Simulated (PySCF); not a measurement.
Species: 2-methyl-1,3-dioxolane, C₄H₈O₂.
SMILES with atom numbers: `[CH3:1][CH:2]1[O:3][CH2:4][CH2:5][O:6]1`

Definitions: NICS(0) = −σiso at the ring centroid; NICS(1) = −σiso and NICS(1)zz = −σzz at ±1 Å along the ring normal z. Level: GIAO PBE0/pcSseg-1 (PySCF, non-relativistic, gas phase) on the GFN2-xTB geometry, one conformer.

Ring bond lengths (Å), with Mayer bond orders in brackets: C2–O3 1.410 (0.94), O3–C4 1.410 (0.92), C4–C5 1.530 (1.05), C5–O6 1.411 (0.92), O6–C2 1.414 (0.93).

Give the NICS values of each ring in ppm.

```tsv
ring	type	NICS(0)	NICS(1), two faces	NICS(1)zz, two faces	rms pucker (Å)	centre to ring atoms, mean (Å)
C2–O3–C4–C5–O6	5-membered ring with 2 O; formal bonds all single	-10.5	-3.2 / -3.5	-8.8 / -7.5	0.14	1.21
```

What do they say, and how far can they be read as aromaticity?

- C2–O3–C4–C5–O6: mean NICS(1)zz -8.2 ppm, shielded. C2, C4, C5 have four or more neighbours, so the value isn't read as a sign of a π ring current. NICS(0) lies 7 ppm below the mean NICS(1).

What is the mean of the two in-plane components of NICS at the first NICS(1) probe listed for ring C2–O3–C4–C5–O6, 1 Å off the ring?

The isotropic value is a third of the trace: (3 × -3.2 − (-8.8))/2 = -0.4 ppm.
